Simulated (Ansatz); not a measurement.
This geometry of AlH3 + H3P (8 atoms, charge 0, multiplicity 1) is a first-order saddle point.

The calculation used RKS r2SCAN/def2-SVPD (Ansatz 0.2.0).

```xyz
8
Properties=species:S:1:pos:R:3
Al 0.044 -0.308 0.025
H -0.059 0.160 1.661
H 1.477 0.036 -0.540
H -1.388 -0.168 -0.624
P 0.131 -2.672 1.187
H -0.641 -2.934 0.014
H 1.395 -2.736 0.528
H -0.011 -0.955 1.636
```

(1) Which two structures does it join? (They come from a converged band through this point; their orientation in space is the band's.)

(2) How far does it lie above each of them?

## Answers

(1) Bonds broken: Al1–H2, P5–H8. Bonds formed: Al1–P5, H2–H8. AlH3 + H3P becomes AlH4P + H2.

Initial state:

```xyz
8
Properties=species:S:1:pos:R:3
Al 0.015 0.052 0.141
H -0.056 0.754 1.571
H 1.421 -0.105 -0.581
H -1.334 -0.234 -0.650
P 0.162 -2.967 1.193
H -0.617 -2.793 0.009
H 1.396 -2.667 0.541
H -0.039 -1.618 1.663
```

Final state:

```xyz
8
Properties=species:S:1:pos:R:3
Al 0.075 -0.709 -0.016
H 0.143 0.490 1.819
H 1.369 0.195 -0.225
H -1.354 -0.217 -0.509
P 0.301 -2.873 0.862
H -0.553 -3.462 -0.121
H 1.504 -3.152 0.143
H -0.537 0.151 1.932
```

(2) 62.5 kJ/mol above the first and 89.7 kJ/mol above the second. This is the barrier of this one path; another mechanism may lie lower. The orbitals stay closed-shell, which can raise the energy where a bond breaks towards radicals; this wasn't checked here.

Time of the run: 69 s on 4 threads of Arm Neoverse V2, with other jobs on the host, peak memory 0.18 GiB.
